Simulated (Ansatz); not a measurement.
Ansatz input

```yaml
crystal:
  lattice:
    - [12.0, 0.0, 0.0]
    - [0.0, 12.3, 0.0]
    - [0.0, 0.0, 12.6]
  atoms:
    - { symbol: H, position: [0.5, 0.5, 0.469631578] }
    - { symbol: H, position: [0.5, 0.5, 0.530368422] }
hamiltonian:
  xc: lda
  pseudopotentials:
    kind: paw
    azcp:
      H: "pseudopotentials/H.paw.azcp"
basis:
  ecutwfc: 420
  fft_grid_basis: typed
kpoints:
  mp_grid: { grid: [1, 1, 1], shift: [0, 0, 0] }
magnetization:
  spin_polarized: false
scf:
  occupations: { method: fermi_dirac, width: 0.01 }
```

Terminal output

```
Warning: the record states the generating functional pbe (its physics header spells it `PBE`), which answers neither for hamiltonian.xc's functional nor for the lda family's — results may be inconsistent (PPs are generated against a specific XC)
Engine: ansatz 0.2.0, x86_64-unknown-linux-gnu
Pseudopotentials: kind: paw
Pseudopotential: H, paw, valence charge 1, recommended cutoff 420 eV (normal) 
Functional definition: SPW92
  exchange = slater_x
  correlation = pw_c
Crystal: 2 atoms, lattice volume = 1859.760 Å³
Basis set: ecut = 420 eV, 36331 PW (Γ)
Bands: 5, of which v1, the nominal top of the filled ones, is band 1 counted from 1 (0 counted from 0)
Symmetry: 8 space group operations
Space group: Pmmm (ITA 47), of the structure as read, at distance tolerance 1.2e-4 Å
k-points: 1
Non-local potential: H, projectors of the file, l = 0: 2, l = 1: 1
PAW form: soft (Blöchl's): semilocal exchange-correlation on the pseudo side does not see the compensation charge
PAW one-centre angular grid: H, 110 points (default); XC on 64 Gauss nodes
Initial density: superposition of atomic densities (neutral atoms: chi_scale 0, normalization atom), corrected by the library's trained network
Initial wavefunctions: pseudopotential atomic-orbital guess
Functional: x = slater, c = lda
SCF iter   1: F=—  HF=-30.959448 eV  |F-HF|=—  |Δ(HF+E_count)|=         —  Δρ=7.79e-4  dr2=7.74e-3  ethr=1.77e-3  ⟨swp⟩=8.0  Hψ=67  notcnv=0
SCF iter   2: F=—  HF=-30.956728 eV  |F-HF|=—  |Δ(HF+E_count)|=   2.72e-3  Δρ=2.65e-4  dr2=8.25e-4  ethr=3.87e-4  ⟨swp⟩=2.0  Hψ=14  notcnv=0
SCF iter   3: F=—  HF=-30.956467 eV  |F-HF|=—  |Δ(HF+E_count)|=   2.61e-4  Δρ=1.73e-5  dr2=1.91e-6  ethr=4.13e-5  ⟨swp⟩=4.0  Hψ=14  notcnv=0
SCF iter   4: F=—  HF=-30.956480 eV  |F-HF|=—  |Δ(HF+E_count)|=   1.27e-5  Δρ=1.26e-6  dr2=2.81e-8  ethr=9.53e-8  ⟨swp⟩=5.0  Hψ=16  notcnv=0
iter 5 did not close the SCF: its close was put off for the readings that it lacked (scf_convergence_deferred on its scf_iter line)
SCF iter   5: F=-30.956480 eV  HF=-30.956480 eV  |F-HF|=1.85e-10  |Δ(HF+E_count)|=   2.57e-9  Δρ=2.29e-8  dr2=4.97e-12  ethr=1.41e-9  ⟨swp⟩=2.0  Hψ=6  notcnv=0
SCF iter   6: F=-30.956480 eV  HF=-30.956480 eV  |F-HF|=3.87e-13  |Δ(HF+E_count)|=  1.83e-10  Δρ=1.14e-9  dr2=1.36e-14  ethr=1.00e-12  ⟨swp⟩=1.0  Hψ=12  notcnv=0
SCF 1 converged in 6 iterations: F = -30.956480 eV  dr2 = 1.36e-14
SCF converged after 6 iterations
Free energy (F): -30.956480 eV
Harris-Foulkes:  -30.956480 eV  (|F-HF|=3.87e-13)
Internal energy: -30.956480 eV  (E = F + TS)
E sigma→0 (E₀):  -30.956480 eV
Fermi energy:    -5.109946 eV
--- Per-component energies (eV) ---
  E_band       = -20.263266
  E_kinetic    = 25.764994
  E_local      = -82.769157  (includes V_loc(G=0)·N_el)
  E_nonlocal   = 3.180622
  E_hartree    = 28.207643
  E_xc         = -16.522147
  E_vxc        = -21.573593  (∫ρ·V_xc dr)
  E_paw        = -1.000065  (= ΣΔE_a)
  E_vpaw       = -1.279032  (= ΣTr[D̂ρ^β])
  E_aug_tail   = -0.002387  (compensation charges beyond the density's cutoff)
  E_ewald      = 12.184017
  E_smearing   = -0.000000  (= −TS)
  E_closure    = -0.000000  (closes the sum)
  Σ components = -30.956480   (vs F -30.956480, Δ=0.00e0)
```
